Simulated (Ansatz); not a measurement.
Results of PBEsol in Ansatz (plane waves, PAW) for fcc Pt.

Numerical settings: plane-wave cutoff 520 eV, 24×24×24 k mesh, Fermi–Dirac smearing 0.05 eV, scalar-relativistic PAW data made under PBE.

A third-order Birch–Murnaghan fit to the energies gives V0 = 15.039 Å³/atom, B0 = 287 GPa, B′ = 5.4.

| V (Å³/atom) | P (GPa) |
|---|---|
| 14.137 | [?] |
| 14.438 | 13.07 |
| 14.738 | [?] |
| 15.039 | -0.01 |
| 15.340 | -5.40 |
| 15.641 | -10.14 |
| 15.941 | -14.31 |

Task: Estimate the withheld pressures from this fit; the answers are the runs' own values.

Result: 
- 14.137, P (GPa): 20.96
- 14.738, P (GPa): 6.12

The formula P = (3/2) B0 (x^(7/3) − x^(5/3)) [1 + (3/4)(B′ − 4)(x^(2/3) − 1)] with x = V0/V meets the computed pressures within 0.03 GPa when these rounded values are put in.

Measured, for comparison: bulk modulus 289 GPa (corrected for temperature and zero-point phonon effects; as tabulated in Levämäki et al. (2014), arXiv:1402.3671); equilibrium volume per atom 14.98 Å³/atom (static lattice: zero-point anharmonic expansion removed; as tabulated in Mejia-Rodriguez and Trickey (2018), arXiv:1807.09216). Computed (rounded) less measured: bulk modulus -0.7 %, equilibrium volume per atom +0.4 %.

Spin–orbit coupling is not included.

The computed numbers hold no vibrational or temperature effects.

Cost on a shared machine: about 40 core-seconds (a rough figure).

Ansatz is a quantum-chemistry and plane-wave program.
